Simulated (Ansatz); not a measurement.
# Atomization energy of CH₃S, doublet, from cheap to dear

Geometry (MP2(full)/6-31G*, from the G2/97 set):

```yaml
atoms:
  - { symbol: C, position_ang: [-0.0021, 1.2005, 0.0000] }
  - { symbol: S, position_ang: [-0.0021, -0.5983, 0.0000] }
  - { symbol: H, position_ang: [1.0451, 1.5214, 0.0000] }
  - { symbol: H, position_ang: [-0.4774, 1.6027, 0.8952] }
  - { symbol: H, position_ang: [-0.4774, 1.6027, -0.8952] }
```

Measured, as an electronic atomization energy: 1593.9 kJ/mol (G2/97 heats of formation of molecule and atoms, with zero-point and thermal terms from B3LYP taken off; Curtiss et al., J. Chem. Phys. 106, 1063 (1997), Staroverov et al., J. Chem. Phys. 119, 12129 (2003)). The measured value holds scalar relativity and spin–orbit coupling, which all computed ones lack, and core correlation, which the wave-function levels lack. Atoms are taken at the same level, with ROHF references for molecule and atoms in the R rows. Ansatz 0.2.0; the 6-31G* set has Cartesian d functions; a miss is computed less measured; times are wall times on shared hosts and scatter by a factor of two or so.

```csv
level,basis,miss (kJ/mol),time of the run,hardware
RHF,cc-pV(D+d)Z,-417.2,–,–
UHF,cc-pV(D+d)Z,-427.0,0.93 s,1 CPU thread
RMP2,cc-pV(D+d)Z,-114.9,–,–
UMP2,cc-pV(D+d)Z,-115.4,–,–
RCCSD(T),cc-pV(D+d)Z,-117.8,4.8 s,1 CPU thread
UCCSD(T),cc-pV(D+d)Z,-118.0,4.9 s,1 CPU thread
UCCSDT(Q),cc-pV(D+d)Z,-116.8,4.2 s,H100 + 5 CPU threads
RHF,cc-pV(T+d)Z,-391.4,–,–
UHF,cc-pV(T+d)Z,-404.2,–,–
RMP2,cc-pV(T+d)Z,-32.2,–,–
UMP2,cc-pV(T+d)Z,-32.2,–,–
RCCSD(T),cc-pV(T+d)Z,-36.0,3.7 s,H100 + 5 CPU threads
UCCSD(T),cc-pV(T+d)Z,-36.3,3.9 s,H100 + 5 CPU threads
UCCSDT(Q),cc-pV(T+d)Z,-35.9,27 s,H100 + 5 CPU threads
RHF,cc-pV(Q+d)Z,-388.7,–,–
UHF,cc-pV(Q+d)Z,-402.0,–,–
RMP2,cc-pV(Q+d)Z,-7.8,–,–
UMP2,cc-pV(Q+d)Z,-7.5,–,–
RCCSD(T),cc-pV(Q+d)Z,-11.7,7 s,H100 + 5 CPU threads
UCCSD(T),cc-pV(Q+d)Z,-12.1,7.5 s,H100 + 5 CPU threads
```

HF's time is that of a plain UHF run. A dash: the level came out of a higher level's run.

A composite of the best parts (unrestricted reference, at this geometry, which isn't the minimum of the high levels):

```csv
part,kJ/mol
"Hartree–Fock limit (T, Q; exp(−5.46 √X))",1192.51
"CCSD(T) correlation limit (T, Q; X⁻³)",406.07
CCSDT − CCSD(T) (TZ),-0.68
(Q) (TZ),1.15
sum,1599.1
sum less measured,5.2
```
